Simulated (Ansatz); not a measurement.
Basis-set extrapolation for `CC1=C(F)NC1` (PBE0-D4/def2-TZVP geometry, frozen core, Ansatz 0.2.0). Multiplicity 1, RHF reference.

```tsv
	def2-TZVPP	def2-QZVPP
HF	-308.905154	-308.918883
MP2 correlation	-1.106981	-1.186889
CCSD(T) correlation	-1.184868	not run
```

Energies in hartree. Use E(X) = E(∞) + A·exp(−7.88·√X) for Hartree–Fock and E(X) = E(∞) + B·X^(−2.97) for correlation, with X = 3 and 4, and add CCSD(T) minus MP2 of the smaller set to the MP2 limit.

Task: What is the CCSD(T) energy at the basis-set limit?

Result: HF limit: -308.918883 + (-0.013729) × 0.13774 = -308.92077. MP2 limit: -1.186889 + (-0.079908) × 0.74074 = -1.24608. Higher-order term: -1.184868 − (-1.106981) = -0.07789. Total: -310.24474 hartree, 406.2 kJ/mol below CCSD(T)/def2-TZVPP.
